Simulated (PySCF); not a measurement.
SiC⁻: energy against distance

Set-up: basis Si aug-cc-pV(D+d)Z, C aug-cc-pVDZ; no relativity; PySCF 2.14. Energies in eV from Si⁻ + C in their ground configurations at the same level. All curves are PBE0. state 1: ²Σ⁺ (doublet), unpaired electrons σ ↑; state 2: ²Π (doublet), unpaired electrons π ↑, a second solution, started from another occupation.

| R (Å) | state 1 | state 2 |
| --- | --- | --- |
| 1.447 | -3.684 | -2.590 |
| 1.515 | -4.444 | -3.606 |
| 1.582 | -4.865 | -4.249 |
| 1.633 | -5.015 | -4.543 |
| 1.683 | -5.054 | -4.710 |
| 1.734 | -5.009 | -4.776 |
| 1.801 | -4.854 | -4.744 |
| 1.885 | -4.566 | -4.564 |
| 1.986 | -4.165 | -4.219 |
| 2.121 | -3.629 | -3.672 |

Problem. Put a parabola through the three lowest points of the state 1 curve and estimate Re, k and ωe (reduced mass 8.398 u; 1 eV/Å² = 0.16022 mdyn/Å; ωe = 1302.8·√(k/μ) cm⁻¹).

Solution. Through R = 1.633, 1.683, 1.734 Å the second-order coefficient is 16.5 eV/Å², so Re ≈ 1.682 Å, k ≈ 5.27 mdyn/Å and ωe ≈ 1032 cm⁻¹. A polynomial fit of higher order to the unrounded PBE0 energies gives Re = 1.679 Å, k = 5.42 mdyn/Å, ωe = 1046 cm⁻¹; anharmonicity and rounding make the difference.

The higher-order fit for each curve: state 1: Re = 1.679 Å, ωe = 1046 cm⁻¹, De = 5.05 eV; state 2: Re = 1.749 Å, ωe = 969 cm⁻¹, minimum 4.78 eV below the ground-state fragments.

⟨S²⟩ of the unrestricted solution departs from its pure value on part of the curve, where spin states mix. For an ion De counts to the pair picked by the measured ionisation energies or electron affinities, which need not be the lowest pair at this level. The state is the lowest determinant that a PBE0 search found; another state may lie lower at other levels.
